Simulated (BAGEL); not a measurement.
# One shape, several levels: SiO (SMILES O=[Si])

Wanted: a comparison of 4 runs (B3LYP/6-31G*, B3LYP/def2-TZVPPD, PBE0/def2-TZVPPD, RI-MP2/def2-TZVPPD) of SiO. 

The calculation is run with BAGEL 1.2.2.

6 further runs of the same task are left out: 2 that didn't finish, 4 set aside as unsound or not needed.

### 1 Starting point

SiO: 2 atoms, total charge 0, spin state singlet. SMILES: `O=[Si]`. The shape is that of a PBE0-D4/def2-TZVP optimisation.

Bond lengths: O1–Si2 1.509 Å.

### 2 The energy at B3LYP/6-31G(d) (density fitting with qzvpp-jkfit, spherical functions) (run 1)

job.json reads:

```json
{ "bagel": [

{
  "title": "molecule",
  "basis": "6-31gs.json",
  "df_basis": "qzvpp-jkfit",
  "angstrom": true,
  "geometry": [
    { "atom": "O", "xyz": [   -0.640700,    0.231500,   -0.324000 ] },
    { "atom": "Si", "xyz": [    0.640700,   -0.231500,    0.324000 ] }
  ]
},
{ "title": "ks", "xc_func": "b3lyp" },
{ "title": "print", "file": "orbitals.molden", "orbitals": true }

]}
```

The basis set 6-31G* is read from a file made from the Basis Set Exchange's data (not shown).

Launch:

```bash
$ BAGEL_NUM_THREADS=1 BAGEL job.json > job.out
```

The log of the run:

```text
* using 1 threads per process

  ===============================================================
  ===============================================================

  *** Geometry ***

  { "atom" : "O", "xyz" : [     -1.210748,      0.437472,     -0.612271 ] },
  { "atom" : "Si", "xyz" : [      1.210748,     -0.437472,      0.612271 ] },

  Number of auxiliary basis functions:      205

  Since a DF basis is specified, we compute 2- and 3-index integrals:
    o Being stored without compression. Storage requirement is 0.002 GB

  Number of basis functions:       32
  Number of electrons      :       22

    * METHOD: MOLECULE                             0.03

  *** Kohn-Sham DFT ***

    * Removing 1855 points whose weight is below 1.00e-10
    * Grid points: 27957

  === Nuclear Repulsion ===
    39.2833323512

       - DIIS with orbital gradients will be used.

  === KS iteration (b3lyp / 6-31gs.json) ===
      0       -355.07843223          0.18015084           0.03
      1       -348.54574078          0.21713274           0.03
      2       -354.88227167          0.18020042           0.02
      3       -364.39424107          0.05090166           0.02
      4       -364.66770275          0.02611573           0.02
      5       -364.69334193          0.01766451           0.02
[... 7 lines of this table left out ...]
     13       -364.71633130          0.00000008           0.02
     14       -364.71633130          0.00000000           0.02
    * SCF iteration converged.

    * Permanent dipole moment:
           (   -0.866506,     0.313089,    -0.438189) a.u.

    * METHOD: KS                                   0.42

    * METHOD: PRINT                                0.00

  ===============================================================
```

It took 0.6 s on 1 thread of Arm Neoverse V2, shared host.

### 3 A single-point energy at B3LYP/def2-TZVPPD (density fitting with qzvpp-jkfit) (run 2)

dft.json reads:

```json
{ "bagel" : [

{
  "title" : "molecule",
  "basis" : "def2-tzvppd.json",
  "df_basis" : "qzvpp-jkfit",
  "angstrom" : true,
  "geometry" : [
    { "atom" : "O", "xyz" : [   -0.640700,    0.231500,   -0.324000 ] },
    { "atom" : "Si", "xyz" : [    0.640700,   -0.231500,    0.324000 ] }
  ]
},
{
  "title" : "ks",
  "xc_func" : "b3lyp"
},
{
  "title" : "print",
  "file" : "orbitals.molden",
  "orbitals" : true
}

]}
```

The basis set def2-TZVPPD is read from a file made from the Basis Set Exchange's data (not shown).

Launch:

```bash
$ BAGEL_NUM_THREADS=1 BAGEL dft.json > dft.out
```

The log of the run:

```text
* using 1 threads per process

  ===============================================================
  ===============================================================

  *** Geometry ***

  { "atom" : "O", "xyz" : [     -1.210748,      0.437472,     -0.612271 ] },
  { "atom" : "Si", "xyz" : [      1.210748,     -0.437472,      0.612271 ] },

  Number of auxiliary basis functions:      205

  Since a DF basis is specified, we compute 2- and 3-index integrals:
    o Being stored without compression. Storage requirement is 0.013 GB

  Number of basis functions:       88
  Number of electrons      :       22

    * METHOD: MOLECULE                             0.05

  *** Kohn-Sham DFT ***

    * Removing 1855 points whose weight is below 1.00e-10
    * Grid points: 27957

  === Nuclear Repulsion ===
    39.2833323512

       - DIIS with orbital gradients will be used.

  === KS iteration (b3lyp / def2-tzvppd.json) ===
      0       -309.25625153          0.26414642           0.08
      1       -264.92860100          0.21396722           0.07
      2       -298.09885597          0.27279554           0.07
      3       -347.65272275          0.19297508           0.06
      4       -363.17641371          0.07760804           0.06
      5       -361.67745209          0.11305991           0.06
[... 10 lines of this table left out ...]
     16       -364.78788408          0.00000002           0.07
     17       -364.78788408          0.00000000           0.06
    * SCF iteration converged.

    * Permanent dipole moment:
           (   -1.065880,     0.385128,    -0.539012) a.u.

    * METHOD: KS                                   1.31

    * METHOD: PRINT                                0.01

  ===============================================================
```

It took 1.6 s on 1 thread of Arm Neoverse V2, shared host; peak memory 0.15 GiB.

Run 3 isn't shown in full; the table further down has it.

### 4 A single-point energy at RI-MP2/def2-TZVPPD (density fitting with qzvpp-jkfit) (run 4)

input.json reads:

```json
{ "bagel": [

{
  "title": "molecule",
  "basis": "def2-tzvppd.json",
  "df_basis": "qzvpp-jkfit",
  "angstrom": true,
  "geometry": [
    { "atom": "O", "xyz": [      -0.640700,       0.231500,      -0.324000 ] },
    { "atom": "Si", "xyz": [       0.640700,      -0.231500,       0.324000 ] }
  ]
},

{
  "title": "hf"
},

{
  "title": "mp2",
  "ncore": 6
}

]}
```

The basis set def2-TZVPPD is read from a file made from the Basis Set Exchange's data (not shown).

Launch:

```bash
$ BAGEL_NUM_THREADS=1 BAGEL input.json > input.out
```

The log of the run:

```text
* using 1 threads per process

  ===============================================================
  ===============================================================

  *** Geometry ***

  { "atom" : "O", "xyz" : [     -1.210748,      0.437472,     -0.612271 ] },
  { "atom" : "Si", "xyz" : [      1.210748,     -0.437472,      0.612271 ] },

  Number of auxiliary basis functions:      205

  Since a DF basis is specified, we compute 2- and 3-index integrals:
    o Being stored without compression. Storage requirement is 0.013 GB

[... 18 lines left out ...]
    * SCF iteration converged.
[... 1 line left out ...]
    * Permanent dipole moment:
[... 2 lines left out ...]
    * METHOD: HF                                   0.23

  *** RHF ***

  === Nuclear Repulsion ===
    39.2833323512

      * DIIS with orbital gradients will be used.

  === RHF iteration (def2-tzvppd.json) ===
      0       -363.84241771          0.00000000           0.01
    * SCF iteration converged.

    * Permanent dipole moment:
           (   -1.241955,     0.448748,    -0.628053) a.u.

  === DF-MP2 calculation ===

    * freezing 6 orbitals
    * 3-index integral transformation done
    * assembly done

      MP2 correlation energy:   -0.3371235764      0.01

      MP2 total energy:       -364.1795412829

    * METHOD: MP2                                  0.04

  ===============================================================
```

It took 0.48 s on 1 thread of Arm Neoverse V2, shared host.

### 5 All runs side by side

| run | level | frozen core orbitals | energy (Eh) | dipole moment (D) | HOMO energy (eV) | LUMO energy (eV) | wall time |
| --- | --- | --- | --- | --- | --- | --- | --- |
| 1 | B3LYP/6-31G* (density fitting with qzvpp-jkfit, spherical functions) | – | -364.716331 | 2.59 | -8.41 | -1.84 | 0.6 s |
| 2 | B3LYP/def2-TZVPPD (density fitting with qzvpp-jkfit) | – | -364.787884 | 3.19 | -8.61 | -2.24 | 1.6 s |
| 3 | PBE0/def2-TZVPPD (density fitting with qzvpp-jkfit) | – | -364.559573 | 3.13 | -8.83 | -2.03 | 1.4 s |
| 4 | RI-MP2/def2-TZVPPD (density fitting with qzvpp-jkfit) | 6 | -364.179541 | – | – | – | 0.48 s |

### 6 Results

| quantity | value |
| --- | --- |
| run 4: total energy | -364.17954 Eh |
| run 4: correlation energy (6 core orbitals frozen) | -337.1 mEh |

What this shows: Over runs 1, 2, 3 the dipole moment (its size) runs from 2.59 D (B3LYP/6-31G*) to 3.19 D (B3LYP/def2-TZVPPD). Over runs 1, 2, 3 the HOMO–LUMO gap runs from 6.37 eV (B3LYP/def2-TZVPPD) to 6.80 eV (PBE0/def2-TZVPPD). Totals of different functionals can't be ranked against each other. All runs together took 4 s, the longest 1.6 s.
